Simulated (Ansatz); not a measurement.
# SiH (doublet): wave-function methods side by side at distance Si1–H2 = 1.860 Å, cc-pVTZ

How much of the correlation energy of SiH (doublet) does each wave-function method recover here?

Method: cc-pVTZ, core rule «outside noble gas», up to 5 orbitals frozen; program: Ansatz 0.2.0, Gaussian basis.

The runs, in order: UHF; CCSD(T) on ROHF; CCSD(T) on UHF; BCCD(T) on ROHF; CISD; CCSDT(Q) on ROHF; CCSDT(Q) on UHF; CASSCF and MRCISD+Q, 3 electrons in 3 orbitals; CASSCF and NEVPT2, 3 electrons in 3 orbitals; CASSCF and MRCISD+Q, 5 electrons in 5 orbitals; CASSCF and NEVPT2, 5 electrons in 5 orbitals; Full CI.

22 further runs of the same task are left out: 1 for a known fault of the program, 19 that didn't finish, 2 set aside as unsound or not needed.

### 1 What is computed

The geometry derives from a PBE0/def2-TZVP stationary point (not a proven minimum). One bond is set to the value named and the two fragments are kept rigid.

2 atoms, charge 0, spin multiplicity 2.

Atoms are counted from 1 here; the program's logs count them from 0.

No contacts short enough for the rule that draws bonds.

### 2 UHF

Input file in.yaml:

```yaml
crystal:
  periodic: [false, false, false]
  atoms:
    - {symbol: Si, position_ang: [0.000000, 0.000000, 0.000000]}
    - {symbol: H, position_ang: [0.000000, 0.000000, 1.860000]}
basis:
  gaussian: {orbitals: cc-pVTZ}
magnetization: {spin_polarized: true, initial_magnetization: 1}
hamiltonian: {xc: hf}
output: {orbitals: {seedname: orbitals}}
```

The run is started by

```
$ ansatz run in.yaml --threads 1 --pin off --events-out ev --progress --plain --max-ram 2393MiB
```

After this run come: CCSD(T) on ROHF; CCSD(T) on UHF; BCCD(T) on ROHF; CISD; CCSDT(Q) on ROHF; CCSDT(Q) on UHF; CASSCF and MRCISD+Q, 3 electrons in 3 orbitals; CASSCF and NEVPT2, 3 electrons in 3 orbitals; CASSCF and MRCISD+Q, 5 electrons in 5 orbitals; CASSCF and NEVPT2, 5 electrons in 5 orbitals; Full CI.

**Question.** What will the summary of the whole plan be? Wanted: FCI below the RHF energy; RMP2 from FCI; UMP2 from FCI; RCCSD from FCI; RCCSD(T) from FCI; UCCSD(T) from FCI; RCCSDT(Q) from FCI; UCCSDT(Q) from FCI; NEVPT2 pair from FCI.

As calculated:

| quantity | value |
| --- | --- |
| FCI below the RHF energy | -3.1759 eV |
| RMP2 from FCI | +18.61 kcal/mol |
| UMP2 from FCI | +19.02 kcal/mol |
| RCCSD from FCI | +2.94 kcal/mol |
| RCCSD(T) from FCI | +0.66 kcal/mol |
| UCCSD(T) from FCI | +0.65 kcal/mol |
| RCCSDT(Q) from FCI | +0.01 kcal/mol |
| UCCSDT(Q) from FCI | -0.01 kcal/mol |
| NEVPT2 pair from FCI | +16.22 kcal/mol |
| MRCISD+Q pair from FCI | -0.78 kcal/mol |
| NEVPT2 valence from FCI | +13.73 kcal/mol |
| levels within 1 kcal/mol (43 meV) | RCCSD(T), UCCSD(T), BCCD(T), RCCSDT, UCCSDT, RCCSDT(Q), UCCSDT(Q), MRCISD+Q pair, MRCISD+Q valence |
| T1 diagnostic | 0.025 |
| effectively unpaired electrons | 1.09 |

In words: RCCSD(T) misses by +0.66 kcal/mol, 0.9 % of the correlation energy. MRCISD+Q pair falls below full CI: the +Q correction isn't variational, and the cores differ from full CI's. One determinant dominates. Of the multireference levels listed MRCISD+Q valence comes nearest in total energy (+0.11 kcal/mol), which doesn't show that its space is the better one. These misses are within one basis, not against nature; the frozen cores of restricted and unrestricted runs differ, which can shift their rows.
